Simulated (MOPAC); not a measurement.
MOPAC input (PM3):

```
PM3 FORCE THERMO(298,298) PRECISE LET GEO-OK AUX(PRECISION=9) THREADS=1
OSi

Si    0.00000000 1    0.00000000 1   -0.52665297 1
O     0.00000000 1    0.00000000 1    0.93932602 1
```

From the last part of the output:

```
     O    2   6.400889   6.401002

          HEAT OF FORMATION =     -26.025076 KCALS/MOLE

          ZERO POINT ENERGY       1.476 KCAL/MOL

           NORMAL COORDINATE ANALYSIS (Total motion = 1 Angstrom)

   Root No.       1

                 1 Sig

                1032.4

           1   -0.3629
           2    0.0000
           3    0.0000
           4    0.6371
           5   -0.0000
           6   -0.0000

           MASS-WEIGHTED COORDINATE ANALYSIS (NORMAL COORDINATES)

   Root No.       1

                 1 Sig

                1032.4

           1   -0.6024
           2    0.0000
           3    0.0000
           4    0.7982
           5   -0.0000
           6   -0.0000

          DESCRIPTION OF VIBRATIONS

 VIBRATION          1    1Sig        ATOM PAIR     ENERGY CONTRIBUTION    RADIAL
 FREQUENCY          1032.40         Si1 -- O 2        +100.0% (100.0%)    100.0%
 TRANSITION DIPOLE   3.1649
 TRAVEL (Ang.)       0.0800
 REDUCED MASS       10.1929
 EFFECTIVE MASS     19.9952
 FORCE CONSTANT      6.4009

      SYMMETRY NUMBER FOR POINT-GROUP C*v =  1

          SYSTEM IS A GROUND STATE

 OSi

          MOLECULE IS LINEAR

          THERE ARE  1 GENUINE VIBRATIONS IN THIS SYSTEM
          THIS THERMODYNAMICS CALCULATION IS LIMITED TO
          MOLECULES WHICH HAVE NO INTERNAL ROTATIONS

                    CALCULATED THERMODYNAMIC PROPERTIES
                                          *
   TEMP. (K)   PARTITION FUNCTION   H.O.F.    ENTHALPY  HEAT CAPACITY ENTROPY
                                   KCAL/MOL   CAL/MOLE    CAL/K/MOL  CAL/K/MOL

 298.00  VIB.     0.1007D+01                    20.3381     0.3425     0.0819
         ROT.     0.2691D+03                   592.1869     1.9872    13.1061
         INT.     0.2710D+03                   612.5250     2.3297    13.1880
         TRA.     0.2830D+27                  1480.4672     4.9680    37.2743
         TOT.                      -26.025    2092.9922     7.2977    50.4623

   *: NOTE: HEATS OF FORMATION ARE RELATIVE TO THE
            ELEMENTS IN THEIR STANDARD STATE AT 298K
              (=  Standard Enthalpy of Formation).

            Hvib:  Zero-point energy is not included.
                   frequencies of less than zero cm-1 are not included.
            Hrot = (3/2)RT
            Htra = (3/2)RT + pV = (5/2)RT

            Heat capacity is Cp, not Cv

          For more information, see: HTTP://OpenMOPAC.net/Manual/thermochemistry.html

           FORCE CONSTANT IN CARTESIAN COORDINATES (Millidynes/A)

    ATOM   CHEMICAL       X               Y               Z
   NUMBER   SYMBOL  FORCE CONSTANT  FORCE CONSTANT  FORCE CONSTANT

      1      Si        6.400889        0.001163        0.001163
      2       O        6.400889        0.001163        0.001163

 **********************
 *                    *
 * JOB ENDED NORMALLY *
 *                    *
 **********************

 == MOPAC DONE ==
```
